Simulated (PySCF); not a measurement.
An unknown gives this computed stick spectrum. Method used: TDDFT CAM-B3LYP/def2-SVPD, vertical, gas phase, core orbitals frozen in the response (PySCF 2.14.0, density-fitted response routines). Geometries: PBE0-D3(BJ)/def2-SVP, one conformer each.

```json
{"state": "S1", "ν̃ (cm⁻¹)": "42020", "f": "0.667", "main configurations (H = HOMO, L = LUMO)": "H→L (97%)"}
{"state": "S2", "ν̃ (cm⁻¹)": "49790", "f": "0.0002", "main configurations (H = HOMO, L = LUMO)": "H-2→L (89%)"}
{"state": "S3", "ν̃ (cm⁻¹)": "52980", "f": "0.0008", "main configurations (H = HOMO, L = LUMO)": "H→L+1 (62%), H→L+5 (14%), H→L+3 (10%)"}
{"state": "S4", "ν̃ (cm⁻¹)": "55090", "f": "0.015", "main configurations (H = HOMO, L = LUMO)": "H-1→L (79%), H→L+2 (16%)"}
{"state": "S5", "ν̃ (cm⁻¹)": "57290", "f": "0.0025", "main configurations (H = HOMO, L = LUMO)": "H-4→L (55%), H-3→L (37%)"}
{"state": "S6", "ν̃ (cm⁻¹)": "58200", "f": "0.086", "main configurations (H = HOMO, L = LUMO)": "H→L+2 (73%), H-1→L (9%)"}
{"state": "S7", "ν̃ (cm⁻¹)": "58680", "f": "0.0077", "main configurations (H = HOMO, L = LUMO)": "H→L+3 (38%), H→L+1 (29%), H→L+5 (14%)"}
{"state": "S8", "ν̃ (cm⁻¹)": "61440", "f": "0.012", "main configurations (H = HOMO, L = LUMO)": "H→L+4 (48%), H→L+5 (35%)"}
{"state": "S9", "ν̃ (cm⁻¹)": "61810", "f": "0.0029", "main configurations (H = HOMO, L = LUMO)": "H→L+4 (25%), H-3→L (21%), H→L+3 (21%)"}
{"state": "S10", "ν̃ (cm⁻¹)": "62100", "f": "0.024", "main configurations (H = HOMO, L = LUMO)": "H-3→L (31%), H-4→L (23%), H→L+4 (15%)"}
```

Orbital energies (eV): HOMO-3 -11.90, HOMO-2 -11.06, HOMO-1 -11.00, HOMO -8.66, LUMO -1.14, LUMO+1 1.18, LUMO+2 1.55.

Question: Which structure fits? All have the formula C5H5N.
A. `[H]/N=C/C=C\C#C`
B. `C(CC#N)C#C`
C. `C=C/C=C\C#N`
D. `CC#CCC#N`

Answer: C. Its S1 lies at 5.21 eV; the nearest of the others has S1 at 4.45 eV. S1 is HOMO→LUMO (97%). Löwdin shares by element: HOMO carbon 74% or more (atoms not listed hold the other 26%); LUMO carbon 72% or more (atoms not listed hold the other 28%). At the same level the other candidates give, for their lowest levels:
- `C#CCCC#N`: 6.48 eV (f 0.000); 6.77 eV (f 0.002); 6.81 eV (f 0.000); 7.55 eV (f 0.030); 7.62 eV (f 0.000); T1 5.34 eV; HOMO -9.66, LUMO 0.85 eV
- `[H]/N=C/C=C\C#C`: 4.45 eV (f 0.001); 4.99 eV (f 0.439); 5.18 eV (f 0.000); 6.11 eV (f 0.000); 6.75 eV (f 0.203); T1 2.84 eV; HOMO -8.46, LUMO -0.95 eV
- `CC#CCC#N`: 6.45 eV (f 0.000); 6.75 eV (f 0.002); 6.81 eV (f 0.000); 7.09 eV (f 0.008); 7.21 eV (f 0.017); T1 5.37 eV; HOMO -9.24, LUMO 0.91 eV

The values belong to the conformer `[CH2:1]=[CH:2]/[CH:3]=[CH:4]\[C:5]#[N:6]`: C1–C2–C3–C4 180°.
Triplets come from the Tamm–Dancoff approximation.
